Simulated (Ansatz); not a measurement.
Scan of [CH3···H···F], doublet

Starting geometry:

```xyz
6

C    -1.3907    0.0000    0.0000
H    -1.7539    1.0273    0.0000
H    -1.7539   -0.5137    0.8897
H    -1.7539   -0.5137   -0.8897
H    -0.3011    0.0000    0.0000
F     1.1743    0.0000    0.0000
```

From there H5 is moved from one fragment to the other while all else, the fragments' distance too, stays fixed; atoms are numbered as listed. Energies are in kcal/mol, counted from the starting geometry at the same level.

Basis cc-pVDZ; Ansatz 0.2.0. Correlated methods freeze the noble-gas cores. Prefix R: restricted or restricted open-shell reference; prefix U: unrestricted. Active spaces: valence = (15e, 12o) chosen from the atoms' valence shells.

Runs in a small pair space aren't shown, since their orbitals change along the scan.

Full CI isn't at hand for all of this; UCCSDT(Q) serves as the reference, and is uncertain by about the last step of the cluster series. The frozen core follows each run's orbitals, which can shift R against U totals by a few meV.

| distance C1-H5 (Å) | UCCSDT(Q) | error UHF | error UCCSD | error BCCD(T) | error RCCSDT | error UCCSDT | error MRCISD+Q (valence space) |
| --- | --- | --- | --- | --- | --- | --- | --- |
| 1.090 | 0.0 | 0.0 | 0.0 | 0.0 | 0.0 | 0.0 | 0.0 |
| 1.172 | -0.1 | 4.4 | 0.4 | 0.1 | 0.1 | 0.1 | 0.4 |
| 1.336 | -0.5 | 13.6 | 0.9 | 0.3 | 0.2 | 0.2 | 0.2 |
| 1.501 | -10.3 | 12.9 | 0.5 | 0.2 | 0.2 | 0.2 | -0.1 |
| 1.665 | -15.8 | 7.8 | -0.2 | 0.0 | 0.1 | 0.1 | -0.3 |

Errors are those of relative energies. In total energy the starting point itself misses UCCSDT(Q) by: UHF 222.2, UCCSD 4.1, BCCD(T) 0.6, RCCSDT 0.2, UCCSDT 0.2, MRCISD+Q (valence space) 1.8 kcal/mol.

Spread of the error over the points with a reference, to 1.665 Å (largest less smallest): UCCSDT 0.2, RCCSDT 0.2, BCCD(T) 0.3, MRCISD+Q (valence space) 0.7, UCCSD 1.1, UHF 13.6 kcal/mol.
